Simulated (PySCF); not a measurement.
Input of a run (PBE0-D3(BJ)/def2-SVP geometry optimisation, gas phase (PySCF 2.14.0)), started from GFN2-xTB:
```
{"job": {"xc": "PBE0", "basis": "def2-SVP", "d3": "d3bj", "grid": 1, "shake": 0.01, "kind": "geom"}, "charge": 0, "multiplicity": 1}
F     -1.471110    -0.375240    -1.331990
P     -0.901030    -0.684180     0.130780
F     -1.793220     0.457140     0.869600
P      0.928200     0.682030    -0.142850
F      1.493600     0.345030     1.317320
F      1.767720    -0.454800    -0.887530
```

Output (energies in Eh, forces in Eh/bohr):
```
step   0  E = -1080.99259856  max force = 0.015860
step   1  E = -1080.99344075  max force = 0.012883
step   2  E = -1080.99443002  max force = 0.004372
step   3  E = -1080.99484038  max force = 0.003272
step   4  E = -1080.99493195  max force = 0.001673
step   5  E = -1080.99495255  max force = 0.000455
step   6  E = -1080.99495919  max force = 0.000302
optimisation converged
```

Question: Summarise the run.

Answer: The energy falls by 0.064 eV over 7 energy and gradient evaluations, the largest force component goes from 0.0159 to 3.0e-04 Eh/bohr, and the atoms move by 0.041 Å rms after alignment. The bond that changes most is P2–P4 (both ends three-coordinate phosphorus), which shortens by 0.024 Å. Bonds longer at the end by more than 0.005 Å: 3 of 5; shorter: 2. Among the angles that change most is F1–P2–F3, from 94.8° to 98.8°. The energy never rose by more than 1e-6 Eh on the way. The first step brought 36 % of the lowering.

Question: What are the final bond lengths?

Answer: F1–P2 1.616 Å, P2–F3 1.615 Å, P2–P4 2.275 Å, P4–F5 1.615 Å, P4–F6 1.615 Å. Numbering counts from 1 in the input's order; the species is `FP(F)P(F)F`.

The run used 92 basis functions and 49 SCF cycles in all. On Arm Neoverse V2, one thread, on a shared host, this took 18 s and 0.37 GiB of memory at its peak.

No frequency check. The numbers are those of one conformer.

Conformer computed: `[F:1][P:2]([F:3])[P:4]([F:5])[F:6]`: F1–P2–P4–F5 -179°.
